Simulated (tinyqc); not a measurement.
Geometry optimisation on the LDA (VWN5)/sto-3g surface (energies and gradients from PySCF), for LiH, spin multiplicity 1, step by step. Computed by tinyqc, a small Python program that keeps every step (integrals from PySCF). Settings: charge = 0, multiplicity = 1, basis = sto-3g, functional = lda,vwn, optimiser = bfgs, first Hessian = 0.3, largest step = 0.3, iteration cap = 30. Command: `OMP_NUM_THREADS=1 python tinyqc.py 21991 21992 out.jsonl` (the two numbers bound the seeds that draw the settings). One thread of a shared host (Intel(R) Xeon(R) Processor @ 2.60GHz), about 1 s of CPU time with the checks.

positions at the start (bohr), order 1Li, 2H:
```
[[0.000000, 0.000000, 0.000000],
 [0.000000, 0.000000, 3.012223]]
```

Stop when the largest gradient component is below 3e-5 hartree/bohr. The inverse Hessian follows the BFGS update with s = step, y = change of gradient.

Course of the optimisation:
```
step  E (hartree)  largest gradient (hartree/bohr)
1     -7.79217171                         9.78e-03
2     -7.79262841                         4.14e-03
3     -7.79271893                         4.04e-04
4     -7.79271976                         1.82e-05
```

Can the last value be used, and what does the course show?

Yes. Converged in 4 steps.
